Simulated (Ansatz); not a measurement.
A nudged elastic band was laid between two geometries of C2H3ClFN (8 atoms, charge 0, multiplicity 1).

The calculation used Ansatz 0.2.0, RKS PBE/def2-SVP.

```yaml
movable_images: 9
climbing_image: yes
spring: 5.0 eV/Å²
optimiser: quadratic models (default)
start_path: IDPP
force_threshold: 0.03 eV/Å
iteration_limit: 32
end_points: relaxed
```

Image 0:

```xyz
8
Properties=species:S:1:pos:R:3
C -1.059 0.322 0.021
N 0.334 0.579 -0.274
C 1.223 -0.279 -0.076
F 1.036 -1.523 0.420
Cl 2.903 -0.016 -0.414
H -1.425 1.094 0.730
H -1.267 -0.684 0.445
H -1.653 0.449 -0.909
```

Image 10:

```xyz
8
Properties=species:S:1:pos:R:3
C -1.017 0.385 0.019
N 0.046 -0.303 0.700
C 1.166 -0.541 0.200
F 2.118 -1.183 0.870
Cl 1.757 -0.126 -1.417
H -1.307 1.282 0.606
H -1.913 -0.270 -0.015
H -0.759 0.699 -1.018
```

Q: Which bonds break or form, and what moves?

A: No bond is made or broken. The dihedral C1–N2–C3–Cl5 changes from 180 to 0° by way of a nearly straight angle C1–N2–C3 (up to 177°), not by a turn about the bond.

Q: What energy profile does the band end with?

A: It converged. The highest image is number 5 of 0 to 10, 0.49 eV above the first end and 0.59 eV above the last; the last end lies 0.10 eV below the first. A vibrational analysis at the climbing image gives one clearly imaginary mode, 234i cm⁻¹: a first-order saddle point.

```
image  path coordinate (Å)  energy (eV)  angle C1–N2–C3 (°)
    0                 0.00         0.00                 122
    1                 0.34         0.01                 123
    2                 0.68         0.08                 132
    3                 1.02         0.23                 143
    4                 1.36         0.40                 158
    5                 1.70         0.49                 177
    6                 2.09         0.38                 161
    7                 2.48         0.16                 144
    8                 2.87        -0.02                 133
    9                 3.26        -0.10                 125
   10                 3.65        -0.10                 124
```

Q: What is the geometry of the highest image?

A: 
```xyz
8
Properties=species:S:1:pos:R:3
C -1.179 0.339 0.007
N 0.164 -0.060 -0.002
C 1.308 -0.452 0.027
F 1.822 -1.402 0.853
Cl 2.668 0.097 -1.005
H -1.294 1.227 0.666
H -1.862 -0.449 0.401
H -1.536 0.642 -1.003
```

Q: What are the harmonic wavenumbers there?

A: 234i, 34, 179, 336, 420, 587, 601, 924, 1082, 1095, 1124, 1379, 1395, 1439, 2094, 2925, 2993, 3020 cm⁻¹.

The run took 9.9 min on 1 thread of AMD EPYC 7R43 64-Core Processor (Zen 3) (shared host), peak memory 0.14 GiB.
